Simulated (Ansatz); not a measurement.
Rock-salt MgS

These are r²SCAN-D4 (PAW; Ansatz, an electronic-structure program) values and carry that method's errors.

Settings: plane-wave cutoff 560 eV, 12×12×12 k mesh, Fermi–Dirac smearing 0.01 eV, scalar-relativistic PAW data made under PBE.

Cell (relaxed at this level):

Space group Fm-3m (No. 225); a = b = c = 5.1834 Å, α = β = γ = 90.00°

```csv
atom,site,symmetry,x,y,z
Mg,4a,m-3m,0.0000,0.0000,0.0000
S,4b,m-3m,0.5000,0.5000,0.5000
```
(The calculation used a cell of 2 atoms; values per cell refer to that cell.)

```json
{
 "band_gap": "3.49 eV (indirect)",
 "smallest_direct_gap_on_the_k_points_sampled": "4.74 eV",
 "width_of_the_whole_s_p_valence_band": "13.25 eV"
}
```

Computed values are for the static lattice.
